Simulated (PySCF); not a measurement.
**Working out the ionisation energy of B**

B [He] 2s2 2p1 (2P) → B⁺ [He] 2s2 (1S). All numbers are calculated (PySCF 2.14, the non-relativistic Hamiltonian (point nucleus), in aug-cc-pwCVDZ). Frozen: nothing. Energies in hartree (1 hartree = 27.21139 eV):

```
             part   B (lower)  B⁺ (upper)
              UHF  -24.530581  -24.235833
MP2 opposite-spin   -0.060429   -0.058598
    MP2 same-spin   -0.004342   -0.001358
```

What does Hartree-Fock give?

(-24.235833) − (-24.530581) = 0.294748 hartree = 8.021 eV.

What do MP2 and SCS-MP2 (6/5 opposite-spin, 1/3 same-spin) give?

The opposite-spin parts differ by 0.050 eV and the same-spin parts by 0.081 eV. MP2: 8.021 + (0.050) + (0.081) = 8.152 eV. SCS-MP2: 8.021 + 1.2 × (0.050) + (0.081)/3 = 8.108 eV.

Measured between the centres of the two terms (NIST): 8.297 eV, so MP2 (valence and next inner shell) is off by -0.145 eV.

A double-zeta basis recovers only part of the correlation energy.

What remains against the reference includes basis incompleteness and correlation beyond second order.
